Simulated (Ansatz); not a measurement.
Frontier orbitals of `[F][AlH][SH]`.

Z-matrix (Å, degrees):
```
Al
F 1 1.645
S 1 2.169 2 116.3
H 1 1.569 2 119.8 3 180.0
H 3 1.345 1 91.6 2 179.9
```

Charge 0, multiplicity 1. All single points use the PBE0-D4/def2-TZVP geometry. It is one conformer, not always the lowest. Basis def2-TZVPP, Ansatz.

| functional | HOMO (eV) | LUMO (eV) | gap (eV) |
| --- | --- | --- | --- |
| PBE | -6.87 | -1.72 | 5.15 |
| BLYP | -6.68 | -1.61 | 5.07 |
| PBE0 | -8.08 | -0.97 | 7.11 |
| LC-ωPBE | -10.82 | 1.04 | 11.86 |
| ωB97M-V | -10.26 | 0.65 | 10.91 |
| HF | -10.82 | 1.68 | 12.50 |

Question: What is the vertical ionisation energy at frozen-core CCSD(T)/CBS(def2)? (Estimate.)

Answer: Ansatz gave: 10.67 eV (T1 of the cation 0.014).

From PBE to PBE0 the HOMO moves by −1.21 eV and the LUMO by +0.75 eV, and with ωB97M-V by −3.39 and +2.38 eV, so the gap grows from 5.15 to 10.91 eV with exact exchange. A positive LUMO is unbound and depends on the basis. −ε(HOMO) differs from that ionisation energy by −3.80 eV with PBE and −0.41 eV with ωB97M-V.

LC-ωPBE has ω = 0.4 bohr⁻¹.
